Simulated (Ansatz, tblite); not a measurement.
Cost and result up the ladder for Mg2S⁺ (3 atoms). Charge 1, multiplicity 2. Geometry: PBE0-D4/def2-TZVP.

Cartesian coordinates in Å:
```
Mg 1.148 1.090 -1.237
Mg -0.950 -1.594 0.769
S -0.198 0.504 0.468
```

Ansatz on 4 threads of Arm Neoverse V1 on a shared host; xTB runs through tblite on one thread. Times are rough, summed over both states, and most runs start from the orbitals of an earlier one. PBE-QIDH/def2-TZVP serves as the yardstick here, not as an exact answer. The other state is a quartet at its own geometry.

The xTB rows come from tblite. Correlated methods freeze 7 core orbitals; core or outer-core shells of Mg are correlated, in sets that lack core-valence functions. In CCSD on the charge 1 doublet the largest single amplitude is 0.38, so its Hartree–Fock determinant may place the open shell otherwise than the density functionals do. The structure comes from a short search, and lower isomers may exist.

Run but left out: HF/STO-3G (doublet: ⟨S²⟩ 1.75, where a pure state has 0.75); HF/def2-TZVP, HF/def2-TZVPP, MP2/def2-TZVP, MP2/def2-TZVPP (doublet: a determinant that CCSD turns far, T1 0.057).

Correlated methods converge slowly with the basis.

xTB has no spin-polarisation term.

```
                          level  functions  wall time
                       GFN1-xTB         17    0.004 s
                       GFN2-xTB         27    0.006 s
          LDA (SPW92)/def2-TZVP        101        1 s
               PBE-D4/def2-TZVP        101      1.9 s
              RPA@PBE/def2-TZVP        101      2.7 s
             BHLYP-D4/def2-TZVP        101      3.6 s
             PBE-QIDH/def2-TZVP        101      3.7 s
         CAM-B3LYP-D4/def2-TZVP        101      3.9 s
PBE0-D4/def2-TZVP (with forces)        101      4.6 s
            r2SCAN-D4/def2-TZVP        101      4.8 s
               B97M-V/def2-TZVP        101      7.3 s
             CCSD(T)/def2-TZVPP        106       14 s
```

Estimate what each level gives for the quartet − doublet (eV).


```json
{"level": "GFN1-xTB", "quartet − doublet (eV)": "1.93", "difference from PBE-QIDH/def2-TZVP (eV)": "0.64", "remarks": "–"}
{"level": "GFN2-xTB", "quartet − doublet (eV)": "1.64", "difference from PBE-QIDH/def2-TZVP (eV)": "0.36", "remarks": "–"}
{"level": "LDA (SPW92)/def2-TZVP", "quartet − doublet (eV)": "1.97", "difference from PBE-QIDH/def2-TZVP (eV)": "0.68", "remarks": "–"}
{"level": "PBE-D4/def2-TZVP", "quartet − doublet (eV)": "1.67", "difference from PBE-QIDH/def2-TZVP (eV)": "0.38", "remarks": "–"}
{"level": "RPA@PBE/def2-TZVP", "quartet − doublet (eV)": "1.34", "difference from PBE-QIDH/def2-TZVP (eV)": "0.06", "remarks": "–"}
{"level": "BHLYP-D4/def2-TZVP", "quartet − doublet (eV)": "1.18", "difference from PBE-QIDH/def2-TZVP (eV)": "-0.11", "remarks": "–"}
{"level": "PBE-QIDH/def2-TZVP", "quartet − doublet (eV)": "1.29", "difference from PBE-QIDH/def2-TZVP (eV)": "0.00", "remarks": "–"}
{"level": "CAM-B3LYP-D4/def2-TZVP", "quartet − doublet (eV)": "1.23", "difference from PBE-QIDH/def2-TZVP (eV)": "-0.06", "remarks": "–"}
{"level": "PBE0-D4/def2-TZVP (with forces)", "quartet − doublet (eV)": "1.43", "difference from PBE-QIDH/def2-TZVP (eV)": "0.14", "remarks": "–"}
{"level": "r2SCAN-D4/def2-TZVP", "quartet − doublet (eV)": "1.53", "difference from PBE-QIDH/def2-TZVP (eV)": "0.24", "remarks": "–"}
{"level": "B97M-V/def2-TZVP", "quartet − doublet (eV)": "1.77", "difference from PBE-QIDH/def2-TZVP (eV)": "0.48", "remarks": "–"}
{"level": "CCSD(T)/def2-TZVPP", "quartet − doublet (eV)": "1.26", "difference from PBE-QIDH/def2-TZVP (eV)": "-0.03", "remarks": "large T1 (0.057) (doublet)"}
```
